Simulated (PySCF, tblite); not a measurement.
**C5H8N radical: geometry, infrared bands and EPR parameters**

Wanted: the infrared bands and EPR parameters of C5H8N radical (`CN1[CH]CC=C1`), by calculation.

The runs use tblite 0.8.0 and PySCF 2.14.0, with density-fitted response routines of our own; the level of theory stands in each step. All values are computed, except where a source is named. Atoms count from 0, in the outputs and in this text.

**1. The starting structure**

14 atoms, charge 0, multiplicity 2; geometry from: force field or distance geometry start.

Bonds of the start (Å): C0–N1 1.46, N1–C2 1.36, C2–C3 1.51, C3–C4 1.52, C4–C5 1.34, C5–N1 1.39, C0–H6 1.10, C0–H7 1.09, C0–H8 1.09, C2–H9 1.07, C3–H10 1.09, C3–H11 1.09, C4–H12 1.08, C5–H13 1.08.

**2. Relaxing the molecule with GFN2-xTB**

The job: settings as JSON, then the geometry in Å.

```
{"job": {"kind": "relax", "xc": "GFN2-xTB", "basis": "xTB"}, "charge": 0, "multiplicity": 2}
C      1.992100    -0.360500    -0.254000
N      0.571800    -0.100400    -0.036400
C     -0.104900     1.005500    -0.440900
C     -1.564200     0.859300    -0.091400
C     -1.563500    -0.509300     0.576900
C     -0.314300    -0.989000     0.555800
H      2.552600     0.581400    -0.284600
H      2.410900    -0.973800     0.549200
H      2.131600    -0.879800    -1.205400
H      0.367700     1.824700    -0.951200
H     -1.887100     1.625900     0.615500
H     -2.200500     0.859400    -0.972100
H     -2.435500    -1.004200     0.979800
H      0.042700    -1.939700     0.936800
```

Command:

```console
$ OMP_NUM_THREADS=1 python probes_run.py task.json out
```

The driver reads the jobs from task.json and runs them one after another.

**Question.** This job is followed by: GFN2-xTB harmonic vibrations, gas phase; UKS B3LYP, pcH-1 on C H N, non-relativistic, mean-field spin-orbit, GIAO. Predict these results of the whole session: strongest single infrared mode (GFN2-xTB); zero-point energy (GFN2-xTB); g(iso) (B3LYP); ⟨S²⟩; largest a(iso) (averaged by class); potential on the surface of density 0.002 e/bohr³, 1st and 99th percentile.

The runs gave:

| quantity | value |
| --- | --- |
| strongest single infrared mode (GFN2-xTB) | 2807 cm⁻¹, 108 km/mol |
| zero-point energy (GFN2-xTB) | 71.9 kcal/mol |
| g(iso) (B3LYP) | 2.00274 |
| ⟨S²⟩ | 0.760 (exact 0.75) |
| largest a(iso) (averaged by class) | 1H on H10, H11, 172.7 MHz |
| potential on the surface of density 0.002 e/bohr³, 1st and 99th percentile | -0.96 V and 0.98 V |

In words: Over 14 steps the energy fell by 0.076 eV; of the close pairs, C0–N1 changed most, 1.460 to 1.430 Å. The lowest mode is imaginary (160i cm⁻¹), so the xTB geometry is not a minimum: the zero-point energy counts the real modes alone, and all values at this geometry belong to a saddle point. The strongest single mode, at 2807 cm⁻¹, moves mainly H10 and H11. Unscaled tight-binding wavenumbers are off by several per cent, some by more. Its intensities can rank the bands wrongly. Most of the unpaired spin sits on C2 (0.76 e). The isotropic g lies 0.4 ppt above the free-electron value. The conformer search found further structures of the same energy, which may be mirror or relabelled copies of this one.
